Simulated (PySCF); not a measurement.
# Löwdin shares of the frontier orbitals

Compound: C₂H₂F₂O.
Geometry (GFN2-xTB, Å), atoms numbered from 1 in this order:
```
atom  x, y, z in Å
F1     1.4438    0.4445   -0.9322
C2     0.7192    0.0761    0.1381
O3     0.0929   -1.1509    0.0682
C4    -0.7343   -0.0490    0.0036
F5    -1.3036    0.2080   -1.1865
H6     1.2158    0.3520    1.0633
H7    -1.4305    0.1243    0.8185
```

Method used: TDDFT PBE0/def2-SVPD, vertical, gas phase, core orbitals frozen in the response in PySCF 2.14.0, density-fitted response routines.

Frontier orbitals with the atoms that hold most of them (Löwdin shares over 4%, at most four atoms; ? is withheld):

```json
{"orbital": "HOMO-3", "ε (eV)": "-12.16", "atoms": "F5 36%, F1 36%, O3 9%, C2 6%"}
{"orbital": "HOMO-2", "ε (eV)": "-11.16", "atoms": "F5 27%, F1 27%, O3 18%, C4 8%"}
{"orbital": "HOMO-1", "ε (eV)": "-10.31", "atoms": "?"}
{"orbital": "HOMO", "ε (eV)": "-9.04", "atoms": "O3 26%, C2 20%, C4 20%, F1 14%"}
{"orbital": "LUMO", "ε (eV)": "?", "atoms": "?"}
{"orbital": "LUMO+1", "ε (eV)": "1.48", "atoms": "O3 21%, F1 15%, F5 15%, H7 14%"}
{"orbital": "LUMO+2", "ε (eV)": "1.49", "atoms": "H6 19%, H7 19%, O3 16%, C4 12%"}
```

Q: Which atoms hold the LUMO, and with what shares?

A: C2 (bonded to C, F, O and H) 24%; C4 (bonded to C, F, O and H) 24%; H6 (bonded to C) 15%; H7 (bonded to C) 15%. By element: carbon 48%, hydrogen 31%.

Q: Which atoms hold the HOMO-1, and with what shares?

A: O3 (bonded to 2 C) 66%; C2 (bonded to C, F, O and H) 9%; C4 (bonded to C, F, O and H) 9%; F5 (bonded to C) 7%. By element: oxygen 66%, carbon 17%, fluorine 7% or more.

Q: What is the LUMO energy, and the HOMO–LUMO gap?

A: ε(LUMO) = 0.72 eV; the gap is 9.76 eV (0.3587 hartree).

Q: The HOMO–LUMO gap is 9.76 eV. Where does the response calculation put the lowest singlet, and from which orbitals?

A: S1 is at 8.39 eV (f = 0.012), 1.37 eV below the gap, made of HOMO→LUMO (97%). 

Q: One configuration dominates each of S1 and S5. Which, and how do the shares of the two leading atoms of either orbital change from the occupied to the empty one?

A: 
- S1 (8.39 eV, f 0.012), HOMO→LUMO (97%): O3 26% → at most 16%, C2 20% → 24%, C4 20% → 24%
- S5 (9.78 eV, f 0.021), HOMO-1→LUMO (96%): O3 66% → at most 16%, C2 9% → 24%, C4 9% → 24%

Löwdin shares depend on the basis, the more so with diffuse functions.

The run took 7.1 s wall on one thread of an Arm Neoverse V1, no GPU, shared host with 32 logical CPUs at a one-minute load of 9.9, and the process peaked at 0.53 GiB of memory.

Without π bonds the low states may be Rydberg-like; a valence basis with one diffuse set may place them up to an eV too high.
